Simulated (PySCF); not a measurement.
Chlorine: a sound run and one with changed settings

Sound run: Cl [Ne] 3s2 3p5, Cl⁺ [Ne] 3s2 3p4. Calculation: PySCF 2.14, in def2-TZVP; no relativity, point nucleus. The sound run starts from symmetry-adapted Hartree-Fock orbitals and uses a fine grid where one is needed.

Changed run: initial guess minao, at most 50 SCF cycles, level shift 10.0 hartree.

```csv
species,method,sound run (hartree),changed run (hartree),converged
Cl,UHF,-459.47681,-459.47681,no
Cl,PBE0,-459.99740,-459.99740,no
Cl,r2SCAN,-460.11702,-460.11702,no
Cl⁺,UHF,-459.04415,-459.04415,no
Cl⁺,PBE0,-459.52134,-459.52133,no
Cl⁺,r2SCAN,-459.63858,-459.63857,no
```

A level shift slows the SCF but leaves a converged energy unchanged.
